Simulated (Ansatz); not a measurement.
Molecule: C$_{2}$H$_{3}$O$_{2}$, charge 0, multiplicity 2. It need not be the lowest isomer of its formula. 
Coordinates optimised at B3LYP-D3(BJ)/def2-TZVP (Ansatz, an electronic-structure program):
SMILES: O=CO[CH2]
```xyz
7

C     -0.8900    -0.0050     0.0066
O     -0.8153    -1.0156     0.6401
O      0.1687     0.7169    -0.4503
H     -1.8118     0.4969    -0.3047
C      1.4272     0.2754    -0.1782
H      1.5540    -0.6302     0.3892
H      2.2073     0.9005    -0.5732
```
Charge 0, spin multiplicity 2.

Basis-set convergence of Hartree-Fock and MP2 correlation energies (hartree) with Ansatz. Cores are frozen in the correlated levels unless marked. UHF or UKS for open shells. Spin-orbit coupling is left out. Non-relativistic.

```tsv
basis	functions	E(HF)	E(corr, MP2)
cc-pVDZ	71	-227.17337	-0.60714
cc-pVTZ	162	?	?
```

Q: Fill in the missing entries.

A: 
- cc-pVTZ, E(HF): -227.24307
- cc-pVTZ, E(corr, MP2): -0.76349
